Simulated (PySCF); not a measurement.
# Static response to an electric field

Species: pyrimidine, C4H4N2.
Structure used (PBE0-D3(BJ)/def2-TZVP), in Å, numbered top down from 1:
```
atom  x, y, z in Å
C1    -1.0501    0.2902   -0.2962
C2    -0.4252    0.8349    0.8123
N3     0.8116    0.5011    1.1644
C4     1.4162   -0.3901    0.3887
N5     0.9199   -0.9776   -0.6934
C6    -0.3174   -0.6296   -1.0275
H7    -2.0581    0.5678   -0.5765
H8    -0.9300    1.5637    1.4408
H9     2.4283   -0.6689    0.6694
H10   -0.7344   -1.1043   -1.9117
```

Level: CAM-B3LYP/aug-cc-pVTZ (PySCF), static field, nuclei fixed, core orbitals frozen in the response. The polarisability tensor in these axes (au):

```
x   64.88 -8.59  6.75
y   -8.59 50.28 12.21
z    6.75 12.21 56.92
```

Task: Give the principal values, the mean and the anisotropy Δα = √{½[(α1 − α2)² + (α2 − α3)² + (α1 − α3)²]}.

Result: Principal values 36.72, 66.25 and 69.12 au; mean 57.36 au = 8.50 Å³ = 9.46 × 10⁻⁴⁰ C²·m²/J; Δα = 31.06 au (54 % of the mean).

Task: What is the dipole moment, and where does it point?

Result: (-2.24, 0.62, -0.62) D, 2.40 D in size, pointing from the negative to the positive side. Measured along this direction, the outermost atoms are H9 at the negative end and H7 at the positive end.

Task: Rayleigh depolarisation ratio (linearly polarised light, static tensor)?

Result: ρ = 3Δα²/(45ᾱ² + 4Δα²) = 2894.9/(148066 + 3859.9) = 0.0191.

Task: Along which axes do the principal values lie, and how far do the nuclei extend along each?

Result: Largest value along (0.93, -0.26, 0.26), where the nuclei span 4.82 Å; middle along (-0.04, 0.62, 0.78), 4.29 Å; least along (0.36, 0.74, -0.57), 0.00 Å. The response follows the extents in order.

Task: In TDDFT the mean static polarisability is Σ f/ω² over all singlet excitations (ω in hartree). How much of it do the 10 lowest give? Their energies (eV) and oscillator strengths: 4.57, 0.0054; 4.93, 0.0000; 5.89, 0.0480; 6.01, 0.0000; 6.31, 0.0057; 6.72, 0.0431; 6.80, 0.0047; 7.36, 0.0161; 7.42, 0.1158; 7.46, 0.0613.

Result: They add up to 4.70 au, 8.2 % of the 57.36 au; the largest single term is 1.56 au, from the state at 7.42 eV. Terms in order: 0.19, 0.00, 1.02, 0.00, 0.11, 0.71, 0.08, 0.22, 1.56, 0.81 au. Higher excitations give the rest. The strengths listed sum to 0.300.

Isolated species at its PBE0-D3(BJ)/def2-TZVP geometry, gas phase.
